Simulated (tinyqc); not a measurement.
Inside a calculation. Method: extended Hueckel theory, for H2O. One step of it, computed by the program tinyqc.

Question. Mulliken analysis. P = C n C^T; charge = valence electrons (O 6, H 1) minus the sum of (P S)_ii on the atom; overlap population = 2 sum P_ij S_ij between two atoms.

coefficients:
```
              MO1        MO2        MO3       MO4        MO5        MO6
1O 2s    0.871116   0.000000  -0.181786  0.000000   0.000000   0.893911
1O 2px   0.000000   0.000000   0.000000  1.000000   0.000000   0.000000
1O 2py   0.000000   0.714509   0.000000  0.000000   0.900719   0.000000
1O 2pz  -0.027651   0.000000   0.920657  0.000000   0.000000   0.558596
2H 1s    0.128787   0.344397   0.136728  0.000000  -0.851965  -0.827076
3H 1s    0.128787  -0.344397   0.136728  0.000000   0.851965  -0.827076
```

occupations: 2.000000  2.000000  2.000000  2.000000  0.000000  0.000000

overlap S, lower triangle:
```
           1O 2s    1O 2px     1O 2py    1O 2pz     2H 1s     3H 1s
1O 2s   1.000000
1O 2px  0.000000  1.000000
1O 2py  0.000000  0.000000   1.000000
1O 2pz  0.000000  0.000000   0.000000  1.000000
2H 1s   0.453195  0.000000   0.308665  0.236109  1.000000
3H 1s   0.453195  0.000000  -0.308665  0.236109  0.217353  1.000000
```

Give: charges; Overlap populations.

Answer.

charges: 1O -0.8792, 2H 0.4396, 3H 0.4396

Overlap populations:
```
pair      value
2-1    0.577657
3-1    0.577657
3-2   -0.072447
```
